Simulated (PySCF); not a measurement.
# [HO2]− (SMILES [O-]O) at PBE/6-31G(d) (spherical functions, max memory mb 1860, preoptimised minimum)

We compute an optimisation with harmonic vibrations of [HO2]−. The job is set up through a Python script.

The results are computed with PySCF 2.14.0.

## 1. The molecule

The species is [HO2]− (3 atoms), typed as a singlet with charge -1. As SMILES, `[O-]O`. The coordinates come from a PBE0-D4/def2-TZVPD symmetrised relaxation. The run starts from this shape.

Bond lengths: O1–O2 1.479 Å, O2–H3 0.961 Å. Angles: O1–O2–H3 100.1°.

## 2. An optimisation with harmonic vibrations at PBE/6-31G(d) (spherical functions, max memory mb 1860, preoptimised minimum)

File start.xyz:

```xyz
3
HO2
O     -0.085235     0.762290     0.037978
O      0.030265    -0.709180    -0.061942
H      0.872555    -0.843020     0.380378
```

File run.py:

```python
from pyscf import gto, dft, symm
from pyscf.hessian import thermo
from pyscf.geomopt.geometric_solver import kernel as optimise

mol = gto.M(
    atom='start.xyz',
    basis='6-31g*',
    spin=0,
    max_memory=1860,
    verbose=3,
    charge=-1,
)

calc0 = dft.RKS(mol, xc='pbe')
calc0.conv_tol = 1e-10
calc0.grids.level = 4
converged, mol_eq = optimise(calc0, maxsteps=80)
print('converged:', converged)
print(mol_eq.tostring())

calc0.reset(mol_eq)
mol = mol_eq
calc0.kernel()
e_tot = calc0.e_tot
print(f'total energy: {e_tot:.8f} hartree')
hess = calc0.Hessian().kernel()
modes = thermo.harmonic_analysis(mol, hess)
thermo.dump_normal_mode(mol, modes)
symm.geom.TOLERANCE = 1e-3  # for the symmetry number
th = thermo.thermo(calc0, modes['freq_au'], 298.15, 101325)
thermo.dump_thermo(mol, th)
```

Run with:

```
OMP_NUM_THREADS=1 python run.py
```

Standard output:

```text
maxiter                   80
----------------------------------------------------------
Custom engine selected.
Bonds will be generated from interatomic distances less than 1.20 times sum of covalent radii
9 internal coordinates being used (instead of 9 Cartesians)
Internal coordinate system (atoms numbered from 1):
Distance 1-2
Distance 2-3
Angle 1-2-3
Translation-X 1-3
Translation-Y 1-3
Translation-Z 1-3
Rotation-A 1-3
Rotation-B 1-3
Rotation-C 1-3
> ===== Optimization Info: ====
> Job type: Energy minimization
> Maximum number of optimization cycles: 80
> Initial / maximum trust radius (Angstrom): 0.100 / 0.300
> Convergence Criteria:
> Will converge when all 5 criteria are reached:
>  |Delta-E| < 1.00e-06
>  RMS-Grad  < 3.00e-04
>  Max-Grad  < 4.50e-04
>  RMS-Disp  < 1.20e-03
>  Max-Disp  < 1.80e-03
> === End Optimization Info ===

Geometry optimization cycle 1
Cartesian coordinates (Angstrom)
 Atom        New coordinates             dX        dY        dZ
   O  -0.085235   0.762290   0.037978    0.000000  0.000000  0.000000
   O   0.030265  -0.709180  -0.061942    0.000000  0.000000  0.000000
   H   0.872555  -0.843020   0.380378    0.000000  0.000000  0.000000

WARN: Mole.unit (angstrom) is changed to Bohr

converged SCF energy = -150.723838773033
--------------- RKS_Scanner gradients ---------------
         x                y                z
0 O     0.0013378369    -0.0213581601    -0.0016339384
1 O     0.0169714618     0.0190403625     0.0113144995
2 H    -0.0183089130     0.0023177084    -0.0096801065
----------------------------------------------
cycle 1: E = -150.723838773  dE = -150.724  norm(grad) = 0.0409085
Step    0 : Gradient = 2.362e-02/2.790e-02 (rms/max) Energy = -150.7238387730
Hessian Eigenvalues: 5.00000e-02 5.00000e-02 5.00000e-02 ... 1.60000e-01 3.46413e-01 5.53155e-01

Geometry optimization cycle 2
Cartesian coordinates (Angstrom)
 Atom        New coordinates             dX        dY        dZ
   O  -0.091292   0.783432   0.037022   -0.006057  0.021142 -0.000956
   O   0.024370  -0.720740  -0.066421   -0.005895 -0.011560 -0.004479
   H   0.884494  -0.852599   0.385798    0.011939 -0.009579  0.005420
converged SCF energy = -150.725120084812
--------------- RKS_Scanner gradients ---------------
         x                y                z
0 O    -0.0004019174    -0.0062505857    -0.0009087575
1 O     0.0023869077     0.0074895201     0.0021228941
2 H    -0.0019849698    -0.0012392562    -0.0012141856
----------------------------------------------
cycle 2: E = -150.725120085  dE = -0.00128131  norm(grad) = 0.0106444
Step    1 : Displace = 1.767e-02/2.201e-02 (rms/max) Trust = 1.000e-01 (=) Grad = 6.146e-03/8.142e-03 (rms/max) E (change) = -150.7251200848 (-1.281e-03) Quality = 1.208
Hessian Eigenvalues: 5.00000e-02 5.00000e-02 5.00000e-02 ... 1.51165e-01 2.74698e-01 5.68892e-01

Geometry optimization cycle 3
Cartesian coordinates (Angstrom)
 Atom        New coordinates             dX        dY        dZ
   O  -0.087975   0.787398   0.039259    0.003317  0.003966  0.002236
   O   0.020566  -0.730961  -0.069614   -0.003804 -0.010221 -0.003193
   H   0.884980  -0.846330   0.386756    0.000486  0.006269  0.000958
converged SCF energy = -150.725281271077
--------------- RKS_Scanner gradients ---------------
         x                y                z
0 O    -0.0003030086    -0.0022178898    -0.0004094178
1 O    -0.0017633965     0.0033044493    -0.0005919747
2 H     0.0020665214    -0.0010867263     0.0010013957
----------------------------------------------
cycle 3: E = -150.725281271  dE = -0.000161186  norm(grad) = 0.00510021
Step    2 : Displace = 8.192e-03/1.137e-02 (rms/max) Trust = 1.414e-01 (+) Grad = 2.945e-03/3.792e-03 (rms/max) E (change) = -150.7252812711 (-1.612e-04) Quality = 1.304
Hessian Eigenvalues: 5.00000e-02 5.00000e-02 5.00000e-02 ... 9.75269e-02 2.48782e-01 6.67366e-01

Geometry optimization cycle 4
Cartesian coordinates (Angstrom)
 Atom        New coordinates             dX        dY        dZ
   O  -0.084492   0.788640   0.041282    0.003483  0.001242  0.002024
   O   0.019268  -0.738807  -0.071182   -0.001298 -0.007846 -0.001569
   H   0.882789  -0.839716   0.386301   -0.002191  0.006614 -0.000455
converged SCF energy = -150.725329863341
--------------- RKS_Scanner gradients ---------------
         x                y                z
0 O    -0.0002103595    -0.0001469158    -0.0001302440
1 O    -0.0015953003     0.0007478805    -0.0007832632
2 H     0.0018058697    -0.0006009080     0.0009136144
----------------------------------------------
cycle 4: E = -150.725329863  dE = -4.85923e-05  norm(grad) = 0.0028736
Step    3 : Displace = 6.639e-03/8.105e-03 (rms/max) Trust = 2.000e-01 (+) Grad = 1.659e-03/2.111e-03 (rms/max) E (change) = -150.7253298633 (-4.859e-05) Quality = 1.309
Hessian Eigenvalues: 5.00000e-02 5.00000e-02 5.00000e-02 ... 7.01298e-02 2.61977e-01 6.05235e-01

Geometry optimization cycle 5
Cartesian coordinates (Angstrom)
 Atom        New coordinates             dX        dY        dZ
   O  -0.081906   0.787925   0.042601    0.002586 -0.000715  0.001318
   O   0.018903  -0.742875  -0.071827   -0.000365 -0.004068 -0.000645
   H   0.880557  -0.834933   0.385622   -0.002232  0.004783 -0.000679
converged SCF energy = -150.725340705033
--------------- RKS_Scanner gradients ---------------
         x                y                z
0 O    -0.0000555943     0.0002531163    -0.0000020110
1 O    -0.0004663055    -0.0001279598    -0.0002673364
2 H     0.0005221802    -0.0001250119     0.0002695381
----------------------------------------------
cycle 5: E = -150.725340705  dE = -1.08417e-05  norm(grad) = 0.000856386
Step    4 : Displace = 4.256e-03/5.315e-03 (rms/max) Trust = 2.828e-01 (+) Grad = 4.944e-04/6.008e-04 (rms/max) E (change) = -150.7253407050 (-1.084e-05) Quality = 1.145
Hessian Eigenvalues: 4.99999e-02 5.00000e-02 5.00000e-02 ... 7.00740e-02 2.65837e-01 5.11517e-01

Geometry optimization cycle 6
Cartesian coordinates (Angstrom)
 Atom        New coordinates             dX        dY        dZ
   O  -0.081426   0.787415   0.042799    0.000480 -0.000510  0.000198
   O   0.018943  -0.743228  -0.071843    0.000039 -0.000352 -0.000016
   H   0.880027  -0.834076   0.385432   -0.000530  0.000857 -0.000190
converged SCF energy = -150.72534130086
--------------- RKS_Scanner gradients ---------------
         x                y                z
0 O    -0.0000042018     0.0000720278     0.0000058784
1 O    -0.0000705139    -0.0000648120    -0.0000455614
2 H     0.0000750190    -0.0000070714     0.0000398943
----------------------------------------------
cycle 6: E = -150.725341301  dE = -5.95827e-07  norm(grad) = 0.000154137
Step    5 : Displace = 7.545e-04/1.024e-03 (rms/max) Trust = 3.000e-01 (+) Grad = 8.899e-05/1.061e-04 (rms/max) E (change) = -150.7253413009 (-5.958e-07) Quality = 1.126
Hessian Eigenvalues: 4.99999e-02 5.00000e-02 5.00000e-02 ... 7.00740e-02 2.65837e-01 5.11517e-01
Converged! =D

converged: True
O          -0.08142597        0.78741525        0.04279893
O           0.01894261       -0.74322789       -0.07184304
H           0.88002670       -0.83407600        0.38543202
converged SCF energy = -150.725341300859
total energy: -150.72534130 hartree
Mode                                 0                   1                   2
Irrep
Freq [cm^-1]                      665.2236           1002.5169           3517.1197
Reduced mass [au]                   4.1470              1.3470              1.0721
Force const [Dyne/A]                1.0812              0.7976              7.8141
Char temp [K]                     957.1086           1442.3986           5060.3521
Normal mode                   x     y     z       x     y     z       x     y     z
       0   O                -0.01 -0.14 -0.02   -0.04  0.11 -0.01   -0.00 -0.00 -0.00
       1   O                 0.00  0.17  0.02    0.03 -0.05  0.01    0.06 -0.00  0.03
       2   H                 0.02 -0.43 -0.04    0.05 -0.85 -0.07   -0.85  0.03 -0.46
temperature 298.1500 [K]
pressure 101325.00 [Pa]
Rotational constants [GHz] 569.60196 25.62205 24.51912
Symmetry number 1
Zero-point energy (ZPE) 0.01181 [Eh]   31012.350 [J/mol]
                           tot       elec      trans        rot        vib
Entropy [J/mol/K]       227.208      0.000    152.355     73.000      1.852
Cv [J/mol/K]             30.264      0.000     12.472     12.472      5.321
Cp [J/mol/K]             38.579      0.000     20.786     12.472      5.321
Internal energy [J/mol]                      3718.434   3718.434  31442.747
Internal energy [Eh]   -150.71053  -150.72534
Enthalpy [J/mol]                             6197.391   3718.434  31442.747
Enthalpy [Eh]          -150.70959
Gibbs free energy [J/mol]                  -39227.386 -18046.567  30890.528
Gibbs free energy [Eh] -150.73539
```

It took 13 s on 1 thread of Intel Xeon 6975P-C (Granite Rapids), shared host; peak memory 0.5 GiB.

## 3. Outcome

At PBE/6-31G* (spherical functions, max memory mb 1860, preoptimised minimum):

| quantity | value |
| --- | --- |
| total energy | -150.72534 Eh |
| HOMO energy | 5.46 eV |
| LUMO energy | 8.18 eV |
| HOMO–LUMO gap | 2.71 eV |
| lowest harmonic wavenumber | 665 cm⁻¹ |
| highest harmonic wavenumber | 3517 cm⁻¹ |
| zero-point energy | 31.0 kJ/mol |
| ideal-gas entropy at 298.15 K (symmetry number 1 as used) | 54.3 cal/(mol K) |

What this shows: At the final geometry: Bond lengths: O1–O2 1.538 Å, O2–H3 0.979 Å. Angles: O1–O2–H3 96.6°. All 3 modes are real, so the shape is a minimum at this level. The HOMO of this anion lies above zero, so its frontier levels hang on the basis. Mulliken charges run from -0.73 on O1 to +0.31 on H3; they depend strongly on the basis. The HOMO lies at positive energy, 5.46 eV, as semi-local functionals often give for anions: either the electron is unbound or self-interaction and a compact basis push the level up; values depend on the basis.
